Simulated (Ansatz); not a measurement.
The inner images of a band of AlH3O + H4Si (10 atoms, charge 0, multiplicity 1) are given out of order.

Computed with RKS B3LYP-D4/6-31G* (Ansatz).

Initial state:

```xyz
10
Properties=species:S:1:pos:R:3
Al 0.036 -0.264 0.368
O -0.237 -1.319 1.698
H -1.138 -1.565 1.944
H 1.548 -0.027 -0.022
H -1.194 0.236 -0.507
Si 0.138 3.071 1.048
H 1.160 3.722 1.903
H 0.565 3.046 -0.369
H -1.180 3.735 1.193
H -0.012 1.660 1.523
```

Final state:

```xyz
10
Properties=species:S:1:pos:R:3
Al 0.129 0.427 -0.007
O -0.202 -0.370 1.859
H -1.143 -0.361 2.103
H 1.563 -0.195 -0.324
H -1.184 -0.191 -0.677
Si 0.066 2.808 0.658
H 0.856 3.028 1.920
H 0.621 3.781 -0.331
H -1.306 3.304 0.999
H 0.285 0.064 2.580
```

**Question.** Put them in order from the first end to the last, with their energies above the first end.
A.
```xyz
10
Properties=species:S:1:pos:R:3
Al 0.157 0.152 0.098
O -0.165 -0.353 1.873
H -1.075 -0.626 2.083
H 1.640 -0.116 -0.370
H -1.136 0.034 -0.813
Si 0.074 2.662 1.079
H 1.039 3.244 2.053
H 0.540 3.081 -0.283
H -1.251 3.314 1.288
H -0.137 0.903 1.773
```
B.
```xyz
10
Properties=species:S:1:pos:R:3
Al 0.053 -0.261 0.290
O -0.219 -1.154 1.735
H -1.119 -1.230 2.076
H 1.556 -0.154 -0.191
H -1.177 0.206 -0.606
Si 0.121 3.006 1.084
H 1.063 3.647 2.032
H 0.605 3.108 -0.312
H -1.243 3.567 1.220
H 0.047 1.561 1.452
```
C.
```xyz
10
Properties=species:S:1:pos:R:3
Al 0.115 0.419 -0.015
O -0.126 -0.309 1.895
H -1.033 -0.619 2.055
H 1.516 -0.207 -0.446
H -1.237 -0.201 -0.604
Si 0.091 2.795 0.667
H 0.831 2.961 1.970
H 0.724 3.755 -0.285
H -1.271 3.338 0.970
H 0.076 0.363 2.570
```
D.
```xyz
10
Properties=species:S:1:pos:R:3
Al 0.172 0.318 0.041
O -0.166 -0.326 1.916
H -1.069 -0.643 2.094
H 1.622 -0.163 -0.383
H -1.146 -0.036 -0.779
Si 0.099 2.696 0.921
H 1.016 3.196 2.000
H 0.565 3.301 -0.355
H -1.237 3.294 1.239
H -0.170 0.658 2.086
```
E.
```xyz
10
Properties=species:S:1:pos:R:3
Al 0.123 -0.061 0.171
O -0.157 -0.605 1.811
H -1.081 -0.657 2.092
H 1.621 -0.089 -0.344
H -1.129 0.078 -0.801
Si 0.067 2.735 1.140
H 1.053 3.297 2.083
H 0.539 2.983 -0.254
H -1.271 3.346 1.291
H -0.080 1.269 1.590
```
F.
```xyz
10
Properties=species:S:1:pos:R:3
Al 0.158 0.390 0.017
O -0.175 -0.323 1.909
H -1.071 -0.674 2.052
H 1.577 -0.209 -0.384
H -1.168 -0.117 -0.717
Si 0.120 2.754 0.763
H 1.003 3.102 1.931
H 0.585 3.586 -0.380
H -1.225 3.280 1.169
H -0.120 0.505 2.419
```
G.
```xyz
10
Properties=species:S:1:pos:R:3
Al 0.090 -0.218 0.217
O -0.180 -0.929 1.763
H -1.077 -0.872 2.118
H 1.589 -0.129 -0.284
H -1.141 0.131 -0.731
Si 0.085 2.894 1.126
H 1.058 3.463 2.086
H 0.568 3.020 -0.269
H -1.265 3.483 1.281
H -0.041 1.452 1.471
```

**Answer.** B (+0.4 kcal/mol), G (+2.4 kcal/mol), E (+12.2 kcal/mol), A (+35.4 kcal/mol), D (+23.5 kcal/mol), F (+15.9 kcal/mol), C (+13.9 kcal/mol).

Run time: 4.7 min on 1 thread of Intel(R) Xeon(R) Platinum 8488C (Sapphire Rapids), with other jobs on the host, peak memory 0.15 GiB.
